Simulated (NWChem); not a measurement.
Species: tetrafluoroethylene (C₂F₄); SMILES FC(F)=C(F)F

```xyz
6

F      1.0955    -1.3807     0.0000
C      0.0000    -0.6647     0.0000
F     -1.0955    -1.3807     0.0000
C      0.0000     0.6647     0.0000
F     -1.0955     1.3807     0.0000
F      1.0955     1.3807     0.0000
```
Atoms are numbered in this order, from 1.

All runs: NWChem. Pople sets run with spherical d functions. All runs use the structure optimised with PBE0/def2-SVP. B3LYP is NWChem's, with the RPA form of VWN correlation.

Problem. Taking B3LYP/aug-cc-pVTZ as the yardstick, which of these has the fewest basis functions while keeping “highest occupied level (eV)” within 0.05 eV of it: B3LYP/3-21G; B3LYP/STO-3G; B3LYP/6-31G*; B3LYP/def2-SVPD; B3LYP/def2-SVP; B3LYP/6-31+G*; B3LYP/def2-TZVP; B3LYP/6-311++G**?

Solution. B3LYP/6-31+G* (a larger set in the list lies outside the tolerance).
| level | basis functions | highest occupied level (eV) |
|---|---|---|
| B3LYP/STO-3G | 30 | -2.75 |
| B3LYP/3-21G | 54 | -6.67 |
| B3LYP/6-31G* | 84 | -6.72 |
| B3LYP/def2-SVP | 84 | -7.06 |
| B3LYP/6-31+G* | 108 | -7.40 |
| B3LYP/def2-SVPD | 132 | -7.50 |
| B3LYP/6-311++G** | 132 | -7.51 |
| B3LYP/def2-TZVP | 186 | -7.28 |
| B3LYP/aug-cc-pVTZ | 276 | -7.36 |

The yardstick is one finite set, not the basis-set limit.
